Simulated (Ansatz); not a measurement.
A ladder of methods for CH3F (fluoromethane)

CH3F: 5 atoms, total charge 0, spin state singlet. SMILES: `CF`. Geometry: optimised at B3LYP/def2-SVP.

Each level gives the adiabatic ionisation energy (to the doublet cation, shapes relaxed at B3LYP/def2-SVP, no zero-point term) (eV). The values are calculated.

| level | kind | program | value (eV) | less CCSD(T)/def2-TZVPP |
| --- | --- | --- | --- | --- |
| BLYP/def2-TZVPP | GGA | Ansatz | 12.09 | -0.50 |
| PBE/def2-TZVPP | GGA | Ansatz | 12.07 | -0.52 |
| r2SCAN/def2-TZVPP | meta-GGA | Ansatz | 12.19 | -0.40 |
| B3LYP/def2-TZVPP | global hybrid | Ansatz | 12.42 | -0.17 |
| wB97M-V/def2-TZVPP | range-separated hybrid | Ansatz | 12.40 | -0.19 |
| B2PLYP/def2-TZVPP | double hybrid | Ansatz | 12.43 | -0.16 |
| RPA@PBE/def2-TZVPP | RPA | Ansatz | 12.66 | +0.07 |
| CCSD(T)/def2-TZVPP | coupled cluster or CI | Ansatz | 12.59 | 0.00 |

Differences are taken from CCSD(T)/def2-TZVPP for orientation; it has basis-set and higher-order errors of its own. The values span 12.07 to 12.66 eV.
